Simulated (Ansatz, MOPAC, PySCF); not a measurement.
Barrier height from HO− + CH3F (SMILES CF) to the transition structure CH4FO, without zero-point energy, on the benchmark's geometries as Psi4's copy of the set gives them.
Transition structure (charge -1, multiplicity 1):
```xyz
7

F      0.0225    -0.0075     0.0055
C     -0.0184     0.0050     1.7649
H      1.0480     0.0052     1.8541
H     -0.5478     0.9347     1.7922
H     -0.5490    -0.9234     1.8058
O      0.0013     0.0192     3.7506
H     -0.9268     0.0316     3.9976
```
Reactant (charge -1, multiplicity 1):
```xyz
2

O      0.00000     0.00000     0.00000
H      0.96204     0.00000     0.00000
```

Open shells are unrestricted; no spin–orbit coupling.

Frozen-core correlation. Rows in 3-21G, 6-31G*, STO-3G carry no dispersion term and start afresh at each structure (6-31G* with six Cartesian d functions). MP2/6-31G* freezes PySCF's default core. The state that AM1, PM6 reach isn't checked.

The values were computed with Ansatz (a program for electronic structure) with Gaussian orbitals; MOPAC for AM1, PM6 (differences of heats of formation); PySCF for 3-21G rows, 6-31G* rows, STO-3G rows, the dispersion terms. 

Other levels give for the barrier height: PBE/def2-TZVPPD -33.9; B3LYP/def2-TZVPPD -16.5; B3LYP-D3(BJ)/def2-TZVPPD -21.3; wB97M-V/def2-TZVPPD -12.7; CCSD(T)/aug-cc-pVDZ -24.7 kJ/mol.

Common cheap choices:

```
level          barrier height (kJ/mol)
-------------  -----------------------
AM1                              130.2
PM6                              -18.7
HF/STO-3G                         85.0
HF/3-21G                         -79.6
HF/6-31G*                         -7.9
BP86/6-31G*                      -89.9
M06-2X/6-31G*                    -50.4
MP2/6-31G*                       -50.2
```

The set's own value is -2.78 kcal/mol (Zhao et al., NHTBH38), an estimate for the real system.
